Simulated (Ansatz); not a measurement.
A nudged elastic band was laid between two geometries of CH7BO (10 atoms, charge 0, multiplicity 1).

Theory: Ansatz 0.2.0, RKS PBE0/6-31G*.

* movable images: 5
* climbing image: yes
* spring: 5.0 eV/Å²
* optimiser: quadratic models (default)
* start path: through a guess of the saddle point
* force threshold: 0.03 eV/Å
* iteration limit: 60
* end points: relaxed

Initial state:

```xyz
10
Properties=species:S:1:pos:R:3
B 0.103 -0.134 0.041
H 0.245 0.657 0.945
H 1.098 -0.384 -0.597
H -0.905 0.020 -0.622
O -0.173 -1.546 0.865
C -0.502 -2.663 0.028
H 0.365 -2.813 -0.615
H -0.667 -3.543 0.655
H -1.379 -2.436 -0.585
H -0.903 -1.367 1.476
```

Final state:

```xyz
10
Properties=species:S:1:pos:R:3
B -0.018 -0.379 -1.016
H -0.066 -0.713 3.236
H 0.587 0.646 -0.880
H -0.707 -0.611 -1.977
O 0.104 -1.283 -0.031
C -0.554 -2.535 -0.066
H 0.199 -3.329 -0.056
H -1.173 -2.630 0.831
H -1.180 -2.634 -0.959
H 0.089 -0.740 2.508
```

Q: Which bonds break or form, and what moves?

A: Bonds broken: B1–H2, O5–H10. Bonds formed: H2–H10. CH7BO becomes CH5BO + H2.

Q: Give the energies along the band, and the barrier.

A: It converged. The highest image is number 3 of 0 to 6, 1.07 eV above the first end and 1.69 eV above the last; the last end lies 0.62 eV below the first. The profile has 2 maxima (images 1, 3) with wells between them (image 2): this band takes more than one step, which may be the mechanism or a detour left from its start path. Neighbouring images differ by up to 1.6 eV, so the band resolves the path poorly. A vibrational analysis at the climbing image gives one clearly imaginary mode, 1385i cm⁻¹: a first-order saddle point. The orbitals stay closed-shell, which can raise the energy where a bond breaks towards radicals; this wasn't checked here.

| image | path coordinate (Å) | energy (eV) | B1–H2 (Å) | O5–H10 (Å) | H2–H10 (Å) |
| --- | --- | --- | --- | --- | --- |
| 0 | 0.00 | 0.00 | 1.21 | 0.97 | 2.39 |
| 1 | 1.47 | 0.09 | 1.21 | 0.97 | 2.38 |
| 2 | 2.94 | 0.03 | 1.21 | 0.97 | 2.22 |
| 3 | 4.41 | 1.07 | 1.35 | 1.28 | 1.02 |
| 4 | 5.86 | -0.50 | 2.61 | 2.56 | 0.74 |
| 5 | 7.31 | -0.59 | 3.51 | 2.63 | 0.74 |
| 6 | 8.76 | -0.62 | 4.26 | 2.60 | 0.74 |

Q: What is the geometry of the highest image?

A: 
```xyz
10
Properties=species:S:1:pos:R:3
B -0.087 -0.232 0.012
H -0.253 -0.012 1.330
H 0.760 0.533 -0.342
H -1.193 -0.197 -0.451
O 0.479 -1.677 0.195
C -0.461 -2.714 -0.035
H 0.019 -3.665 0.213
H -1.363 -2.593 0.579
H -0.758 -2.714 -1.090
H 0.139 -0.936 1.179
```

Time of the run: 4.2 min on 1 thread of Arm Neoverse V1, on a shared host, peak memory 0.11 GiB.
